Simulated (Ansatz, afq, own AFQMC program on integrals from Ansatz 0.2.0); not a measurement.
Integrals from Ansatz 0.2.0, then the random walk in our own AFQMC program (afq).

```yaml
crystal:
  periodic: [false, false, false]
  atoms:
    - {symbol: Pd, position_ang: [0.000000, 0.000000, 0.000000]}
basis:
  gaussian: {orbitals: def2-TZVPP}
magnetization: {spin_polarized: false}
correlation: {method: ccsd_t, electrons: outside_noble_gas, hamiltonian_folder: ham}
```

```sh
$ ansatz run in.yaml --threads 1 --pin off --events-out ev --progress --plain --max-ram 1843MiB
```

Options of the walk:

```
--method phaseless --trial cisd --walkers 60 --populations 1 --least-time 40 --time-step 0.005 --steps-per-block 50 --equilibration-blocks 40 --max-blocks 300 --target-error 0.00038 --factor-cut 1e-05 --seed 6874 --release-times 0.24,0.6,1.2,2,3,4.2 --release-step 0.04 --release-every 4 --taylor-order 6
```

Times are imaginary, in 1/Eh. The walk had a cap of 1792 s. Core potentials past Kr, no spin–orbit coupling.

Output of the walk:

```
orbitals 52  electrons 5 5  factors 404 of 404
reference energy -127.03019417 Eh
CCSD correlation -0.32883452 Eh in 9 cycles, weight of the determinant in the CISD state 0.9288
energy of the start -127.359029 Eh
 block  time / (1/Eh)  mean weight  energy / Eh
     1     0.250  0.9951  -127.365591
     2     0.500  1.0007  -127.371920
     3     0.750  1.0017  -127.371117
     4     1.000  0.9998  -127.363289
     5     1.250  1.0000  -127.369379
     8     2.000  0.9978  -127.363765
    17     4.250  0.9994  -127.362536
    41    10.250  1.0004  -127.356685
    65    16.250  1.0014  -127.363936
    89    22.250  0.9986  -127.380714
   113    28.250  0.9992  -127.382704
   137    34.250  1.0003  -127.371713
   161    40.250  0.9992  -127.376172
   185    46.250  1.0050  -127.363525
   193    48.250  0.9963  -127.393788
   209    52.250  0.9994  -127.365054
   233    58.250  0.9983  -127.373546
   257    64.250  1.0028  -127.372683
   281    70.250  1.0043  -127.361730
   305    76.250  0.9989  -127.380788
   321    80.250  1.0009  -127.355471
   329    82.250  1.0013  -127.367368
   337    84.250  0.9999  -127.368465
blocks merged  error / Eh  count
     1  0.000526  300
     2  0.000617  150
     4  0.000729  75
     8  0.000844  37
    16  0.000922  18
    32  0.000872  9
released: time / (1/Eh)  energy / Eh  error  mean overlap
  0.24  -127.371995  0.000881  1.0127
  0.60  -127.373878  0.001383  1.0164
  1.20  -127.374122  0.002048  1.0270
  2.00  -127.377035  0.002833  1.0122
  3.00  -127.376042  0.003892  0.9109
  4.20  -127.388015  0.015064  0.8222
energy -127.371624 +/- 0.000922 Eh
(rows thinned)
```

The run passed its tests (sampling time, drift between the halves within three errors, error under three times the target), which doesn't prove that it has relaxed.

Against this walk (error 25.1 meV) on the same determinant: CCSD(T) 34.4 meV lower (within the noise), CCSDT(Q) 16.6 meV lower (within the noise). The error is statistical and leaves out the bias of the constraint. The released energies get too noisy after the second time (errors over twice the walk's own, or jumping) (meV from the phaseless value at times in 1/Eh: -61 ± 38 at 0.60, -68 ± 56 at 1.20, -147 ± 77 at 2.00, -120 ± 106 at 3.00, -446 ± 410 at 4.20), so they give no level.

Cautions: constraint bias not in the error; error above the target (25.1 against 10.3 meV); no spin-orbit coupling; outer-core shells of the metal frozen.

The walk took 10 min on 1 thread of Arm Neoverse V1, on a shared host. The log's last line is the phaseless energy.

CCSDT and higher add their correlation energy to the determinant of the CCSD(T) run, since their own runs factorise the integrals more tightly (a shift of under 2 meV). A walk keeps the symmetry of its determinant, which the program's search chose and which needn't be the lowest solution, so a lower state of the same spin and another symmetry isn't excluded.
